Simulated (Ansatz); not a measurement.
# Molecular dynamics, step by step

CH4ClS (charge -1), singlet, PBE0-D4/def2-SVPD (Ansatz 0.2.0). Settings (timestep in fs, temperature in K, friction in 1/fs; T counts 21 degrees of freedom, while the starting velocities carry no drift of the centre of mass, so T starts below the set value):

```yaml
hamiltonian: {xc: pbe0, dispersion: d4}
md: {n_steps: 60, timestep: 1.0, temperature: 1000, ensemble: nvt_langevin, seed: 459, friction: 0.05, initial_velocities: maxwell_boltzmann}
```

Start, the saddle point found with PBE0-D4 in triple zeta (not stationary at another level):

```xyz
7
angstrom
Cl -1.3472 0.9624 2.0819
C -0.3265 0.0427 0.3707
S 0.8471 -1.0235 -1.6009
H -0.5957 0.8177 -0.3202
H -0.9076 -0.8599 0.3924
H 0.6418 0.0475 0.8323
H 1.6881 0.0131 -1.7563
```

```json
{"step": "0", "time (fs)": "0.00", "potential energy less the start (meV)": "0.0", "kinetic energy (meV)": "775.6", "T (K)": "857"}
{"step": "4", "time (fs)": "4.00", "potential energy less the start (meV)": "148.2", "kinetic energy (meV)": "435.5", "T (K)": "481"}
{"step": "8", "time (fs)": "8.00", "potential energy less the start (meV)": "257.0", "kinetic energy (meV)": "484.1", "T (K)": "535"}
{"step": "12", "time (fs)": "12.00", "potential energy less the start (meV)": "346.4", "kinetic energy (meV)": "659.1", "T (K)": "728"}
{"step": "16", "time (fs)": "16.00", "potential energy less the start (meV)": "216.6", "kinetic energy (meV)": "549.2", "T (K)": "607"}
{"step": "20", "time (fs)": "20.00", "potential energy less the start (meV)": "333.2", "kinetic energy (meV)": "331.9", "T (K)": "367"}
{"step": "24", "time (fs)": "24.00", "potential energy less the start (meV)": "171.1", "kinetic energy (meV)": "668.6", "T (K)": "739"}
{"step": "28", "time (fs)": "28.00", "potential energy less the start (meV)": "207.1", "kinetic energy (meV)": "744.0", "T (K)": "822"}
{"step": "32", "time (fs)": "32.00", "potential energy less the start (meV)": "467.3", "kinetic energy (meV)": "657.4", "T (K)": "727"}
{"step": "36", "time (fs)": "36.00", "potential energy less the start (meV)": "169.5", "kinetic energy (meV)": "769.8", "T (K)": "851"}
{"step": "40", "time (fs)": "40.00", "potential energy less the start (meV)": "295.3", "kinetic energy (meV)": "750.5", "T (K)": "829"}
{"step": "44", "time (fs)": "44.00", "potential energy less the start (meV)": "374.9", "kinetic energy (meV)": "517.3", "T (K)": "572"}
{"step": "48", "time (fs)": "48.00", "potential energy less the start (meV)": "273.9", "kinetic energy (meV)": "637.1", "T (K)": "704"}
{"step": "52", "time (fs)": "52.00", "potential energy less the start (meV)": "234.8", "kinetic energy (meV)": "623.8", "T (K)": "689"}
{"step": "56", "time (fs)": "56.00", "potential energy less the start (meV)": "132.3", "kinetic energy (meV)": "704.4", "T (K)": "778"}
{"step": "60", "time (fs)": "60.00", "potential energy less the start (meV)": "250.2", "kinetic energy (meV)": "631.2", "T (K)": "698"}
```

Step 8, positions (Å) and forces (eV/Å):

```tsv
atom	x	y	z	Fx	Fy	Fz
Cl1	-1.324	0.958	2.113	0.097	0.319	0.068
C2	-0.309	0.082	0.345	-1.114	1.191	-1.400
S3	0.812	-1.058	-1.610	0.671	1.593	-0.258
H4	-0.710	0.736	-0.438	0.152	-0.123	0.568
H5	-0.830	-0.775	0.599	-0.955	-1.875	0.052
H6	0.680	0.131	0.652	1.800	0.503	0.788
H7	1.403	0.226	-1.844	-0.651	-1.609	0.181
```

Step 40, positions (Å) and forces (eV/Å):

| atom | x | y | z | Fx | Fy | Fz |
| --- | --- | --- | --- | --- | --- | --- |
| Cl1 | -1.255 | 0.958 | 2.213 | -0.364 | 0.081 | 0.057 |
| C2 | -0.402 | 0.165 | 0.557 | -3.592 | -1.892 | 0.211 |
| S3 | 0.784 | -0.962 | -1.572 | 0.449 | -1.628 | 0.690 |
| H4 | -1.214 | 0.046 | -0.181 | 0.528 | 0.814 | 0.312 |
| H5 | -0.186 | -0.779 | 0.964 | 0.590 | -1.254 | 0.520 |
| H6 | 0.355 | 0.827 | 0.560 | 2.661 | 2.330 | -0.838 |
| H7 | 0.580 | 0.142 | -2.214 | -0.273 | 1.549 | -0.953 |

Step 44, positions (Å) and forces (eV/Å):

| atom | x | y | z | Fx | Fy | Fz |
| --- | --- | --- | --- | --- | --- | --- |
| Cl1 | -1.242 | 0.968 | 2.240 | -0.464 | -0.073 | -0.213 |
| C2 | -0.432 | 0.193 | 0.550 | 3.039 | -1.664 | 3.289 |
| S3 | 0.767 | -0.946 | -1.540 | -0.064 | 1.087 | -1.253 |
| H4 | -1.138 | -0.073 | -0.179 | -1.441 | 0.495 | -1.043 |
| H5 | -0.020 | -0.809 | 0.996 | -0.668 | 2.127 | -0.791 |
| H6 | 0.351 | 0.978 | 0.498 | -0.737 | -0.739 | -0.741 |
| H7 | 0.472 | 0.209 | -2.313 | 0.335 | -1.233 | 0.753 |

Last step (60):

```xyz
7
angstrom
Cl -1.2099 0.9807 2.1920
C -0.3411 0.1188 0.5211
S 0.8435 -0.9173 -1.5708
H -1.1930 -0.3796 -0.0650
H 0.3463 -0.6509 0.8309
H 0.0970 0.9724 0.1754
H 0.1982 -0.2568 -2.5786
```

Hardware: 2 CPU threads of an Intel Xeon Platinum 8259CL, shared host. Wall time about 3.1 min.
